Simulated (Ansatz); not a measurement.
Results of r²SCAN (Ansatz, a quantum-chemistry and plane-wave program, plane waves, PAW) for Cs2AgInCl6 (Fm-3m, No. 225).

Settings: plane-wave cutoff 560 eV, 6×6×6 k mesh, Fermi–Dirac smearing 0.01 eV, no spin polarisation, scalar-relativistic PAW data made under PBE.

Cell (measured lattice):

```
CELL_PARAMETERS angstrom
      0.00000     5.23450     5.23450
      5.23450     0.00000     5.23450
      5.23450     5.23450     0.00000
ATOMIC_POSITIONS crystal
  Cs 0.25000 0.25000 0.25000
  Cs 0.75000 0.75000 0.75000
  In 0.00000 0.00000 0.00000
  Ag 0.50000 0.50000 0.50000
  Cl 0.76021 0.23979 0.23979
  Cl 0.23979 0.76021 0.23979
  Cl 0.23979 0.76021 0.76021
  Cl 0.76021 0.23979 0.76021
  Cl 0.23979 0.23979 0.76021
  Cl 0.76021 0.76021 0.23979
```

Q: What does this level give for the band gap?

A: 
* **band gap**: 1.74 eV

Note: cell and atoms aren't relaxed at this level (largest force component 0.24 eV/Å, pressure 0.8 GPa).

Spin–orbit coupling is not included.

Computed values are for the static lattice.

Cost on a shared machine: about 28 core-seconds (a rough figure).
